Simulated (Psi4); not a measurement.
# A workflow on SiNH2F (SMILES N[Si]F)

Wanted: a geometry optimisation (SVWN-RPA/3-21G), then vibrational wavenumbers, then the energy (MP2-F12/cc-pVDZ-F12), then the excited states (TD-SVWN-RPA/3-21G) of SiNH2F. 

The results are computed with Psi4 1.11.

### 1 The molecule

SiNH2F: 5 atoms, total charge 0, spin state singlet. SMILES: `N[Si]F`. Geometry: relaxed at PBE0-D4/def2-TZVP. This is one conformer, not always the lowest. The run starts from this shape.

Bond lengths: N1–Si2 1.702 Å, Si2–F3 1.622 Å, N1–H4 1.010 Å, N1–H5 1.008 Å. Angles: N1–Si2–F3 98.5°, Si2–N1–H4 125.0°, Si2–N1–H5 122.2°, H4–N1–H5 112.8°.

### 2 A structure relaxation at SVWN-RPA/3-21G (density fitting) (run 1)

calc.inp

```
memory 1600 MB

molecule mol {
  0 1
  N     -0.79614162     0.45372324    -0.62568832
  Si     0.25719173    -2.14219353     0.95450067
  F      2.95817728    -1.03708170     1.89256071
  H      0.16138261     2.09684011    -0.79538573
  H     -2.48631266     0.48962804    -1.50422200
  units au
}

set {
  basis 3-21G
  geom_maxiter 60
}

e_tot, wfn = optimize('svwn', return_wfn=True)
print_variables()
```

Command:

```sh
psi4 calc.inp calc.out -n 1
```

calc.out:

```text
Psi4 1.11 release

gradient() will perform analytic gradient computation.

   => Loading Basis Set <=

    Name: 3-21G
    Role: ORBITAL
    Keyword: BASIS

         ---------------------------------------------------------
                                   SCF
                              RKS Reference
                        1 Threads,   1525 MiB Core
         ---------------------------------------------------------

  ==> Geometry <==

    Molecular point group: c1
    Full point group: C1

    Geometry (in Bohr), charge = 0, multiplicity = 1:

       Center              X                  Y                   Z               Mass
    ------------   -----------------  -----------------  -----------------  -----------------
         N           -1.588351725854     1.575649129536    -1.444503133990    14.003074004430
         SI          -0.535018375854    -1.020267640464     0.135685856010    27.976926534650
         F            2.165967174146     0.084844189536     1.073745896010    18.998403162730
         H           -0.630827495854     3.218765999536    -1.614200543990     1.007825032230
         H           -3.278522765854     1.611553929536    -2.323036813990     1.007825032230

  Running in c1 symmetry.

  Rotational constants: A =      0.84034  B =      0.28825  C =      0.21463 [cm^-1]
  Rotational constants: A =  25192.88381  B =   8641.41438  C =   6434.36277 [MHz]
  Nuclear repulsion =  101.776393664739544

  Charge       = 0
  Multiplicity = 1
  Electrons    = 32
  Nalpha       = 16
  Nbeta        = 16

  ==> Algorithm <==

  SCF Algorithm Type is DF.
  DIIS enabled.
  MOM disabled.
  Fractional occupation disabled.
  Guess Type is SAD.
  Energy threshold   = 1.00e-08
  Density threshold  = 1.00e-08
  Integral threshold = 1.00e-12

  ==> Primary Basis <==

  Basis Set: 3-21G
    Blend: 3-21G
    Number of shells: 21
    Number of basis functions: 35
    Number of Cartesian functions: 35
    Spherical Harmonics?: false
    Max angular momentum: 1

  ==> DFT Potential <==

   => LibXC <=

    Version 7.1.2

   => Composite Functional: SVWN <=

    Slater exchange
    Vosko, Wilk & Nusair (VWN5_RPA)

    Deriv               =              1
    GGA                 =          FALSE
    Meta                =          FALSE

    Exchange Hybrid     =          FALSE
    MP2 Hybrid          =          FALSE

   => Exchange Functionals <=

    1.0000         XC_LDA_X

   => Correlation Functionals <=

    1.0000   XC_LDA_C_VWN_RPA

   => LibXC Density Thresholds  <==

    XC_LDA_C_VWN_RPA:  1.00E-15
    XC_LDA_X:  1.00E-15

   => Molecular Quadrature <=

    Radial Scheme          =       TREUTLER
    Pruning Scheme         =           NONE
    Nuclear Scheme         =       TREUTLER

    Blocking Scheme        =         OCTREE
    BS radius alpha        =              1
    Pruning alpha          =              1
    Radial Points          =             75
    Spherical Points       =            302
    Total Points           =         108478
    Total Blocks           =            873
    Max Points             =            256
    Max Functions          =             34
    Weights Tolerance      =       1.00E-15

   => Loading Basis Set <=

    Name: (3-21G AUX)
    Role: JKFIT
    Keyword: DF_BASIS_SCF

  ==> Integral Setup <==

  DFHelper Memory: AOs need 0.005 GiB; user supplied 1.096 GiB.
  SCF_SUBTYPE=INCORE selected. In-core MEM_DF algorithm will be used.
  Using in-core AOs.

  ==> MemDFJK: Density-Fitted J/K Matrices <==

    J tasked:                   Yes
    K tasked:                    No
    wK tasked:                   No
    Memory [MiB]:              1122
    Algorithm:                 Core
    Schwarz Cutoff:           1E-12
    Mask sparsity (%):       1.3061
    Fitting Condition:        1E-10

   => Auxiliary Basis Set <=

  Basis Set: (3-21G AUX)
    Blend: DEF2-UNIVERSAL-JKFIT
    Number of shells: 100
    Number of basis functions: 381
    Number of Cartesian functions: 381
    Spherical Harmonics?: false
    Max angular momentum: 4

  Cached 100.0% of DFT collocation blocks in 0.021 [GiB].

  Minimum eigenvalue in the overlap matrix is 7.7208916891E-02.
  Reciprocal condition number of the overlap matrix is 2.0558193378E-02.
    Using symmetric orthogonalization.

  ==> Pre-Iterations <==

  SCF Guess: Superposition of Atomic Densities via on-the-fly atomic UHF (no occupation information).

   -------------------------
    Irrep   Nso     Nmo
   -------------------------
     A         35      35
   -------------------------
    Total      35      35
   -------------------------

  ==> Iterations <==

                           Total Energy        Delta E     RMS |[F,P]|

   @DF-RKS iter SAD:  -440.94316428079759   -4.40943e+02   0.00000e+00
   @DF-RKS iter   1:  -441.11873057362726   -1.75566e-01   2.27713e-02 ADIIS/DIIS
   @DF-RKS iter   2:  -439.98744660312997    1.13128e+00   4.20201e-02 ADIIS/DIIS
   @DF-RKS iter   3:  -441.30155472159402   -1.31411e+00   1.05906e-02 ADIIS/DIIS
   @DF-RKS iter   4:  -441.34165333689901   -4.00986e-02   7.02923e-03 ADIIS/DIIS
   @DF-RKS iter   5:  -441.36142940161875   -1.97761e-02   9.50846e-04 ADIIS/DIIS
   @DF-RKS iter   6:  -441.36223700032917   -8.07599e-04   9.76593e-05 DIIS
   @DF-RKS iter   7:  -441.36224360296177   -6.60263e-06   2.24300e-05 DIIS
   @DF-RKS iter   8:  -441.36224385039156   -2.47430e-07   4.72570e-06 DIIS
   @DF-RKS iter   9:  -441.36224386506098   -1.46694e-08   2.97427e-07 DIIS
   @DF-RKS iter  10:  -441.36224386516153   -1.00556e-10   2.76454e-08 DIIS
   @DF-RKS iter  11:  -441.36224386516210   -5.68434e-13   5.39800e-09 DIIS
  Energy and wave function converged.

  ==> Post-Iterations <==

[... 25 lines left out ...]
    Final Occupation by Irrep:
[... 10 lines left out ...]
    One-Electron Energy =                -816.1743063443148003
[... 2 lines left out ...]
    Empirical Dispersion Energy =           0.0000000000000000
[... 16 lines left out ...]
 Dipole X            :          2.4910535           -3.0243650           -0.5333116
[... 75 lines left out ...]
    Weights Tolerance      =       1.00E-15
[... 54 lines left out ...]
	   Step    Total Energy     Delta E     Max Force     RMS Force      Max Disp      RMS Disp   ~
[... 122 lines left out ...]
                           Total Energy        Delta E     RMS |[F,P]|
[... 3 lines left out ...]
   @DF-RKS iter   2:  -441.36456967104624   -9.46835e-06   2.64167e-04 ADIIS/DIIS
[... 2 lines left out ...]
   @DF-RKS iter   5:  -441.36460937536231   -8.33501e-08   1.15803e-05 DIIS
[... 2 lines left out ...]
   @DF-RKS iter   8:  -441.36460944408520   -1.00613e-11   2.09559e-08 DIIS
[... 8 lines left out ...]
    Final Occupation by Irrep:
[... 10 lines left out ...]
    One-Electron Energy =                -812.8699585197864508
[... 2 lines left out ...]
    Empirical Dispersion Energy =           0.0000000000000000
[... 16 lines left out ...]
 Dipole X            :          2.4920071           -3.0544489           -0.5624417
[... 44 lines left out ...]
    Weights Tolerance      =       1.00E-15
[... 54 lines left out ...]
	   Step    Total Energy     Delta E     Max Force     RMS Force      Max Disp      RMS Disp
[... 91 lines left out ...]
                           Total Energy        Delta E     RMS |[F,P]|
[... 3 lines left out ...]
   @DF-RKS iter   2:  -441.36462206816287    7.16807e-05   3.85493e-04 ADIIS/DIIS
[... 2 lines left out ...]
   @DF-RKS iter   5:  -441.36470714797247   -4.76481e-08   4.77946e-06 DIIS
[... 2 lines left out ...]
   @DF-RKS iter   8:  -441.36470716506864   -3.12639e-12   4.14654e-09 DIIS
[... 13 lines left out ...]
  @DF-RKS Final Energy:  -441.36470716506864
[... 5 lines left out ...]
    Two-Electron Energy =                 308.5321331319847218
[... 2 lines left out ...]
    VV10 Nonlocal Energy =                  0.0000000000000000
[... 16 lines left out ...]
 Dipole Y            :         -1.5903548            2.3536654            0.7633106
[... 91 lines left out ...]
	                                 ==> Convergence Check <==
[... 8 lines left out ...]
	  Convergence Criteria     1.00e-06 *    3.00e-04 *             o    1.20e-03 *             o
[... 91 lines left out ...]
   @DF-RKS iter   0:  -441.36457341674389   -4.41365e+02   1.60436e-04
[... 2 lines left out ...]
   @DF-RKS iter   3:  -441.36471242142136   -1.10322e-05   1.26227e-05 DIIS
[... 2 lines left out ...]
   @DF-RKS iter   6:  -441.36471259998643   -6.77119e-10   1.03015e-07 DIIS
[... 8 lines left out ...]
    Final Occupation by Irrep:
[... 10 lines left out ...]
    One-Electron Energy =                -812.2887543105458690
[... 2 lines left out ...]
    Empirical Dispersion Energy =           0.0000000000000000
[... 16 lines left out ...]
 Dipole X            :          2.4717658           -3.0462593           -0.5744935
[... 44 lines left out ...]
    Weights Tolerance      =       1.00E-15
[... 54 lines left out ...]
	   Step    Total Energy     Delta E     Max Force     RMS Force      Max Disp      RMS Disp
[... 91 lines left out ...]
                           Total Energy        Delta E     RMS |[F,P]|
[... 3 lines left out ...]
   @DF-RKS iter   2:  -441.36471101745053    2.11310e-06   6.61000e-05 DIIS
[... 2 lines left out ...]
   @DF-RKS iter   5:  -441.36471359247753   -3.97154e-09   3.88532e-07 DIIS
[... 2 lines left out ...]
  Energy and wave function converged.
[... 38 lines left out ...]
    Nuclear Repulsion Energy =             99.7576234029886137
[... 2 lines left out ...]
    DFT Exchange-Correlation Energy =     -37.3344562626192271
[... 2 lines left out ...]
    Total Energy =                       -441.3647135926019018
[... 16 lines left out ...]
 Dipole Z            :          1.8983747           -2.4970027           -0.5986280
[... 10 lines left out ...]
  ==> Geometry <==

    Molecular point group: c1
    Full point group: C1

    Geometry (in Bohr), charge = 0, multiplicity = 1:

       Center              X                  Y                   Z               Mass
    ------------   -----------------  -----------------  -----------------  -----------------
         N           -1.596549291941     1.598867149772    -1.457996890926    14.003074004430
         SI          -0.556246466210    -1.065692799642     0.143143892185    27.976926534650
         F            2.203311972566     0.131607888559     1.073945755872    18.998403162730
         H           -0.589834684229     3.258088517758    -1.608960022906     1.007825032230
         H           -3.320313024924     1.629083619082    -2.351590778057     1.007825032230

  Nuclear repulsion =   99.757623402988614

   => Molecular Quadrature <=

    Radial Scheme          =       TREUTLER
    Pruning Scheme         =           NONE
    Nuclear Scheme         =       TREUTLER

    Blocking Scheme        =         OCTREE
    BS radius alpha        =              1
    Pruning alpha          =              1
    Radial Points          =             75
    Spherical Points       =            302
    Total Points           =         108518
    Total Blocks           =            881
    Max Points             =            256
    Max Functions          =             34
    Weights Tolerance      =       1.00E-15

  -Total Gradient:
     Atom            X                  Y                   Z
    ------   -----------------  -----------------  -----------------
       1        0.000236615532     0.000159829579     0.000056769063
       2       -0.000295232981    -0.000023570879    -0.000141961273
       3        0.000049861144    -0.000109435240     0.000069812560
       4       -0.000123996749    -0.000095102458    -0.000025591425
       5       -0.000004620410    -0.000042100288     0.000014992076

	total time  =          0 seconds =       0.00 minutes

    			-----------------------------------------

    			 OPTKING 3.0: for geometry optimizations

    			        with contributions from

    			-----------------------------------------

	                            ===> Fragment 1 <==

	 Z (Atomic Numbers)          Masses                          Geom
	       7.000000            14.003074         -1.59654929  1.59886715 -1.45799689
	      14.000000            27.976927         -0.55624647 -1.06569280  0.14314389
	       9.000000            18.998403          2.20331197  0.13160789  1.07394576
	       1.000000             1.007825         -0.58983468  3.25808852 -1.60896002
	       1.000000             1.007825         -3.32031302  1.62908362 -2.35159078

	 - Coordinate -           - BOHR/RAD -       - ANG/DEG -
	 R(1,2)           =         3.278073           1.734681
	 R(1,4)           =         1.946607           1.030100
	 R(1,5)           =         1.941851           1.027583
[... 6 lines of this table left out ...]
	 D(3,2,1,5)       =        -3.141569        -179.998647

	        --- Internal Coordinate Step in ANG or DEG, aJ/ANG or AJ/DEG ---
	-------------------------------------------------------------------------------
	           Coordinate      Previous         Force          Change          New
	           ----------      --------        ------          ------        ------
	               R(1,2)       1.73468        0.00059        0.00002       1.73470
	               R(1,4)       1.03010        0.00117        0.00016       1.03026
	               R(1,5)       1.02758        0.00013       -0.00008       1.02750
[... 6 lines of this table left out ...]
	           D(3,2,1,5)    -179.99865       -0.00000       -0.00293    -180.00158
	-------------------------------------------------------------------------------

	                                 ==> Convergence Check <==

	Measures of convergence in internal coordinates in au.

	Criteria marked as inactive (o), active & met (*), and active & unmet ( ).

	----------------------------------------------------------------------------------------------
	   Step    Total Energy     Delta E     Max Force     RMS Force      Max Disp      RMS Disp
	----------------------------------------------------------------------------------------------
	  Convergence Criteria     1.00e-06 *    3.00e-04 *             o    1.20e-03 *             o
	----------------------------------------------------------------------------------------------
	     5    -441.36471359   -9.93e-07 *    2.08e-04 *    1.22e-04 o    3.78e-03      1.67e-03 o  ~
	----------------------------------------------------------------------------------------------

Next Geometry in Ang
	Fragment 1 (Ang)

	    N  -0.8456410069   0.8449977335  -0.7714941754
	   Si  -0.2943450070  -0.5645957910   0.0760365907
	    F   1.1651805933   0.0721682868   0.5668839062
	    H  -0.3103601978   1.7218215891  -0.8495890947
	    H  -1.7572634101   0.8635759119  -1.2451530751

    Final optimized geometry and variables:
    Molecular point group: c1
    Full point group: C1

    Geometry (in Bohr), charge = 0, multiplicity = 1:

    N           -1.596549291941     1.598867149772    -1.457996890926
    SI          -0.556246466210    -1.065692799642     0.143143892185
    F            2.203311972566     0.131607888559     1.073945755872
    H           -0.589834684229     3.258088517758    -1.608960022906
    H           -3.320313024924     1.629083619082    -2.351590778057

  Variable Map:
  ----------------------------------------------------------------------------
  "CURRENT ENERGY"              =>    -441.364713592602
  "CURRENT REFERENCE ENERGY"    =>    -441.364713592602
  "DD SOLVATION ENERGY"         =>       0.000000000000
  "DFT FUNCTIONAL TOTAL ENERGY" =>    -441.364713592602
  "DFT TOTAL ENERGY"            =>    -441.364713592602
  "DFT VV10 ENERGY"             =>       0.000000000000
  "DFT XC ENERGY"               =>     -37.334456262619
  "GRID ELECTRONS ALPHA"        =>      16.000025634517
  "GRID ELECTRONS BETA"         =>      16.000025634517
  "GRID ELECTRONS TOTAL"        =>      32.000051269034
  "NUCLEAR REPULSION ENERGY"    =>      99.757623402989
  "ONE-ELECTRON ENERGY"         =>    -812.300737322881
  "OPTIMIZATION ITERATIONS"     =>       5.000000000000
  "PCM POLARIZATION ENERGY"     =>       0.000000000000
  "PE ENERGY"                   =>       0.000000000000
  "SCF ITERATION ENERGY"        =>    -441.364713592602
  "SCF ITERATIONS"              =>       7.000000000000
  "SCF TOTAL ENERGY"            =>    -441.364713592602
  "TWO-ELECTRON ENERGY"         =>     308.512856589910
  "XC GRID RADIAL POINTS"       =>      75.000000000000
  "XC GRID SPHERICAL POINTS"    =>     302.000000000000
  "XC GRID TOTAL POINTS"        =>  108518.000000000000

  Array Variable Map:
  ----------------------------------------------------------------------------
  "CURRENT DIPOLE"              =>      -0.575090369377 ... -0.598628036324 1 by 3
  "CURRENT GRADIENT"            =>       0.000236615532 ... 0.000014992076 5 by 3
  "DFT TOTAL GRADIENT"          =>       0.000236615532 ... 0.000014992076 5 by 3
  "SCF DIPOLE"                  =>      -0.575090369377 ... -0.598628036324 1 by 3
  "SCF TOTAL ENERGIES"          =>    -441.364769403210 ... -441.364713592602 1 by 8
  "SCF TOTAL GRADIENT"          =>       0.000236615532 ... 0.000014992076 5 by 3

    Psi4 run time: 0:00:04.28

[set-up sections that repeat, and orbital energies of the middle runs, are left out above]
```

The script printed:

```text
Optimizer: Optimization complete!
```

Run time: 5.1 s. Hardware: 1 thread of Intel Xeon 6975P-C (Granite Rapids), shared host; peak memory 0.26 GiB.

The path in brief:

| step | energy from the first frame kept (eV) | largest force (eV/Å) |
| --- | --- | --- |
| 0 | 0.0000 | 1.8066 |
| 1 | -0.0644 | 0.4096 |
| 2 | -0.0670 | 0.0800 |
| 3 | -0.0672 | 0.0200 |
| 4 | -0.0672 | 0.0169 |

After the run. Bond lengths: N1–Si2 1.735 Å, Si2–F3 1.666 Å, N1–H4 1.030 Å, N1–H5 1.028 Å. Angles: N1–Si2–F3 96.5°, Si2–N1–H4 124.5°, Si2–N1–H5 121.3°, H4–N1–H5 114.2°.

### 3 Vibrational wavenumbers at SVWN-RPA/3-21G (density fitting) (run 2)

calc.py

```python
import psi4

psi4.set_memory(1600000000)
psi4.set_num_threads(1)
psi4.core.set_output_file('output.dat', False)

molecule = psi4.geometry("""
N     -0.425638     0.252386    -0.338241
Si     0.124867    -1.157638     0.509047
F      1.585162    -0.524054     1.001606
H      0.107092     1.130409    -0.418127
H     -1.337814     0.268376    -0.811110
symmetry c1
""")

psi4.set_options(dict(basis='3-21G', t=400.0, rotational_symmetry_number=1))

e, wfn = psi4.frequency("SVWN", molecule=molecule, return_wfn=True)
print(f'total energy {e:.8f} hartree = {e * 27.211386:.5f} eV')
print('wavenumbers / cm^-1:', wfn.frequencies().np.round(1))
```

Command:

```sh
python calc.py
```

output.dat, cut to the lines that bear on the results:

```text
[...]
  Running in c1 symmetry.
[...]
  Nuclear repulsion =   99.757630138782773
[...]
  Multiplicity = 1
[...]
  Nalpha       = 16
  Nbeta        = 16
[...]
    Number of basis functions: 35
[...]
   @DF-RKS iter   1:  -441.12621343953236   -2.52721e-01   2.24215e-02 DIIS/ADIIS
[...]
  -Total Gradient:
     Atom            X                  Y                   Z
    ------   -----------------  -----------------  -----------------
       1        0.000235926479     0.000159431057     0.000056517519
       2       -0.000295075233    -0.000023619523    -0.000141842051
       3        0.000049763911    -0.000109518239     0.000069790410
       4       -0.000123749620    -0.000094623511    -0.000025627671
       5       -0.000004239164    -0.000042048575     0.000015182786
[...]
   @DF-RKS iter  11:  -441.36471359224413   -2.27374e-12   3.82994e-09 DIIS
[...]
  @DF-RKS Final Energy:  -441.36471359224413
   => Energetics <=
    Nuclear Repulsion Energy =             99.7576301387827726
    One-Electron Energy =                -812.3007491354467220
    Two-Electron Energy =                 308.5128618715405651
    DFT Exchange-Correlation Energy =     -37.3344564671207948
    Empirical Dispersion Energy =           0.0000000000000000
    VV10 Nonlocal Energy =                  0.0000000000000000
    Total Energy =                       -441.3647135922441294
[...]
  ==> Harmonic Vibrational Analysis <==
[...]
  Freq [cm^-1]                 239.7437            522.8200            684.0330
[...]
  IR activ [km/mol]             6.8095              0.0024             322.0121
[...]
  Freq [cm^-1]                 743.8950            870.4130            878.6729
[...]
  IR activ [km/mol]            11.4166             51.4650             47.1055
[...]
  Freq [cm^-1]                1552.0449           3383.7893           3517.9618
[...]
  IR activ [km/mol]            68.6601             19.4133             31.1323
[...]
  Total E_0, Enthalpy at 0 [K]                                                         -441.33647941 [Eh]
[...]
  Total H, Enthalpy at  400.00 [K]                                                     -441.32925884 [Eh]
[...]
  Total G, Gibbs energy at  400.00 [K]                                                 -441.37327986 [Eh]
[...]
```

The script printed:

```text
Warning: used thermodynamics relations inappropriate for low-frequency modes: ['239.7437' '522.8200']
total energy -441.36471359 hartree = -12010.14559 eV
wavenumbers / cm^-1: [ 239.7  522.8  684.   743.9  870.4  878.7 1552.  3383.8 3518. ]
```

Run time: 7.8 s. Hardware: 1 thread of Intel Xeon 6975P-C (Granite Rapids), shared host; peak memory 0.26 GiB.

(Part 1 of 2 ends here.)
